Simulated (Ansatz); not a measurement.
Frontier orbitals of BFH₂O (`OBF`).

Total charge 0; spin multiplicity 1. The geometry is a stationary point of PBE0-D4/def2-TZVP. It is one conformer, not always the lowest. Basis def2-TZVPP, Ansatz 0.2.0.

Question: Compute the vertical ionisation energy as the energy of the cation minus that of the neutral molecule, at each level. (Estimate.)

Answer: Ansatz gave: 
```
               level  IE (eV)  difference from CCSD(T)/CBS(def2)
   PBE-D4/def2-TZVPP    12.87                              -0.99
r2SCAN-D4/def2-TZVPP    13.09                              -0.78
  PBE0-D4/def2-TZVPP    13.34                              -0.52
 B3LYP-D4/def2-TZVPP    13.36                              -0.50
  ωB97X-V/def2-TZVPP    13.55                              -0.32
  ωB97M-V/def2-TZVPP    13.51                              -0.35
   B2PLYP/def2-TZVPP    13.69                              -0.17
       HF/def2-TZVPP    12.18                              -1.68
      MP2/def2-TZVPP    13.96                               0.10
     CCSD/def2-TZVPP    13.62                              -0.24
  CCSD(T)/def2-TZVPP    13.69                              -0.18
       HF/def2-QZVPP    12.17                              -1.69
      MP2/def2-QZVPP    14.06                               0.20
        HF/CBS(def2)    12.17                              -1.69
       MP2/CBS(def2)    14.14                               0.28
      CCSD/CBS(def2)    13.80                              -0.07
   CCSD(T)/CBS(def2)    13.86                               0.00
```

B3LYP here is the variant with VWN-RPA as its local correlation; programs differ in this.
